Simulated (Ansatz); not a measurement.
CH5BS, SMILES `BSC`. The species carries charge 0 and has multiplicity 1.

Z-matrix (Å, degrees):
```
C
S 1 1.809
H 1 1.090 2 109.0
H 1 1.088 2 109.9 3 -120.5
H 1 1.090 2 109.1 3 118.9
B 2 1.749 1 105.8 3 120.7
H 6 1.193 2 115.9 1 -180.0
H 6 1.194 2 121.2 1 0.0
```

**Question.** Give the diagnostics of a CCSD(T)/def2-TZVPP run (frozen core, Ansatz). (Best estimate.)

**Answer.** Computed: T1 = 0.0139, largest single amplitude 0.038, largest double 0.048, (T) share of the correlation energy 4.1 %, 9 CCSD cycles. The RHF solution is stable towards an unrestricted one. T1 lies under the customary mark of 0.02 for closed shells.
